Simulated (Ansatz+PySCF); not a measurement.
Values are calculated unless marked as measured or tabulated.
Several solutions for doublet H₂OF

```xyz
4

O     0.0000    0.0000   -0.1627
H     0.0000    0.0000    1.3019
H    30.0000    0.0000   -1.8220
F    30.0000    0.0000    0.2024
```

Basis set: 6-31G (spherical functions). Charge 0, multiplicity 2.

UHF was run from several starts with Ansatz (development build ahead of 0.2.0) and PySCF 2.14.0.

| run | program | start | converged | energy (hartree) | <S²> |
| --- | --- | --- | --- | --- | --- |
| A | PySCF | guess huckel, instabilities followed | yes | -175.14572 | 2.25 |
| B | PySCF | program defaults | yes | -175.00825 | 0.82 |
| C | Ansatz | stability test followed | yes | -175.15542 | 2.18 |
| D | PySCF | guess atom, instabilities followed | yes | -175.15542 | 2.18 |
| E | Ansatz | atomic start, no search | yes | -175.15542 | 2.18 |
| F | Ansatz | search for the lowest state | yes | -175.15542 | 2.18 |
| G | PySCF | guess 1e, instabilities followed | yes | -175.15542 | 2.18 |
| H | PySCF | guess minao, instabilities followed | yes | -175.13019 | 1.95 |

**Question.** Which runs reached the lowest solution of this kind, and what is wrong with the others?

**Answer.** C, D, E, F, G reached the lowest solution found. Converged but too high: A by 0.26 eV, B by 4.00 eV, H by 0.69 eV. Convergence only shows a stationary point, and even a stable one can lie too high; stability tests and further starts are what find lower ones. Caution: the unrestricted determinant is a mixture of spin states.
